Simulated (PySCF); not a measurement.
# CH4AlCl: the cost of one run

The runs use PySCF 2.14.0, with density-fitted response routines of our own; the level of theory stands in each step. All values are computed, except where a source is named. Atoms count from 0, in the outputs and in this text.

### Step 1. The molecule as given

7 atoms, charge 0, multiplicity 1; geometry from: GFN2-xTB. The atoms were then displaced at random by about 0.01 Å, so the start is not that level's minimum.

Bonds of the start (Å): C0–Al1 1.96, Al1–Cl2 2.01, C0–H3 1.08, C0–H4 1.10, C0–H5 1.13, Al1–H6 1.55.

### Step 2. Relaxing the molecule at PBE0-D3(BJ)/def2-SVP

What the job is given:

```
{"job": {"xc": "PBE0", "basis": "def2-SVP", "d3": "d3bj", "grid": 1, "shake": 0.01, "kind": "geom"}, "charge": 0, "multiplicity": 1}
C     -0.929900    -0.076040    -0.028890
Al     1.018830     0.152370     0.021490
Cl     2.334680    -1.371650     0.098730
H     -1.353380    -0.211160     0.954910
H     -1.257560    -0.916780    -0.652720
H     -1.448760     0.837250    -0.448570
H      1.670040     1.556900     0.005120
```

Started as:

```
$ OMP_NUM_THREADS=1 python probes_run.py task.json out
```

The driver reads the jobs from task.json and runs them one after another.

Q: Estimate the wall time and peak memory of this first job on 1 thread of Arm Neoverse V1, shared host.

About 14 s, with a peak of 0.3 GiB.
